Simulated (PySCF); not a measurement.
Gas-phase reaction: 2 SiO2 + 4 H2O = 2 H3SiOH + 3 O2

Method: PySCF energies plus ideal-gas RRHO corrections (1 bar). † marks an energy on the PBE0/def2-TZVP geometry and frequencies; other levels use their own. CCSD(T) freezes the core. 6-31G* has spherical d functions here. Open shells (unrestricted): O2 (multiplicity 3); the rest are closed-shell singlets. B3LYP is the form with VWN-RPA correlation. H3SiOH: computed as isolated molecules; such fragments, hydroxides, amides, oligomers or adducts are transient or little studied in the gas. CCSD(T) isn't extrapolated to the basis-set limit. Warning, large T1 diagnostic: SiO2 (CCSD(T)/def2-TZVPP†).

HF/def2-TZVP† gives ΔH°(298 K) = 536 kJ.

**Question.** What do CCSD(T)/def2-TZVPP†, PBE/def2-SVP, B3LYP/6-31G* give?

**Answer.** CCSD(T)/def2-TZVPP†: 901 kJ; PBE/def2-SVP: 640 kJ; B3LYP/6-31G*: 607 kJ. For scale, ΔH°(298 K) is 536 kJ at this level, 842 kJ at ωB97M-V/def2-TZVP†, and runs from 399 to 1897 kJ over the 20 levels computed.
